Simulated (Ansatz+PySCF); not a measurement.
singlet CHO(+): levels of theory in one basis

```xyz
3

H     0.0000    0.0000   -1.4961
C     0.0000    0.0000   -0.4738
O     0.0000    0.0000    0.5423
```

Basis set: def2-SVP (spherical functions). Left uncorrelated: 2 orbitals. Charge 1, multiplicity 1.

Computed with Ansatz (development build ahead of 0.2.0); each method stands on the lowest determinant of its kind that the runs found. NEVPT2 correlates all electrons. Active spaces start from the frontier orbitals, and the lowest solution found is given.

```
         method  E − E(RHF) (eV)  <S²> of the determinant
            RHF             0.00                     0.00
        RHF-MP2            -7.62                        –
       RHF-CCSD            -7.86                        –
   CASSCF(10,9)            -4.10                        –
SC-NEVPT2(10,9)            -7.39                        –
```

**Question.** What does RHF-CCSD(T) give on the same scale?

**Answer.** -8.10 eV.

**Question.** Is a single determinant a sound starting point here?

**Answer.** By this sign, yes. Unrestricted orbitals gain 0.00 eV and <S²> is 0.00 against 0.00 for a pure state. The CASSCF(10,9) natural occupations are 2.00, 1.99, 1.98, 1.96, 1.96, 0.04, 0.04, 0.02, 0.01.

Caution for CASSCF(10,9): other starts end on other solutions of this active space.
